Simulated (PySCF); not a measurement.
propyne (C₃H₄), SMILES C#CC. Atoms are numbered in the order given.

```xyz
7

C      0.0000     0.0000    -1.2416
C      0.0000     0.0000     0.2209
C      0.0000     0.0000     1.4192
H      0.8854     0.5112    -1.6253
H     -0.8854     0.5112    -1.6253
H      0.0000    -1.0224    -1.6253
H      0.0000     0.0000     2.4846
```
Charge 0, spin multiplicity 1.

The structure is a stationary point at ωB97X-D3(BJ)/def2-TZVP.

Method: PySCF with PBE/pcJ-1.

Isotropic couplings with Fermi-contact, spin-dipole and both spin-orbit terms, one fixed conformer, no vibrational averaging. Isotopes: 13C, 1H.

Computed spin–spin coupling constants:
```tsv
pair	bonds apart	J (Hz)
C1–C2	1	65.1
C1–H4	1	126.0
C1–H5	1	126.0
C1–H6	1	126.0
C2–C3	1	201.7
C3–H7	1	247.1
C1–C3	2	13.1
C2–H4	2	-8.8
C2–H5	2	-8.8
C2–H6	2	-8.8
C2–H7	2	52.0
H4–H5	2	-15.1
H4–H6	2	-15.1
H5–H6	2	-15.1
C1–H7	3	3.7
C3–H4	3	3.3
C3–H5	3	3.3
C3–H6	3	3.3
H4–H7	4	-3.4
H5–H7	4	-3.4
H6–H7	4	-3.4
```
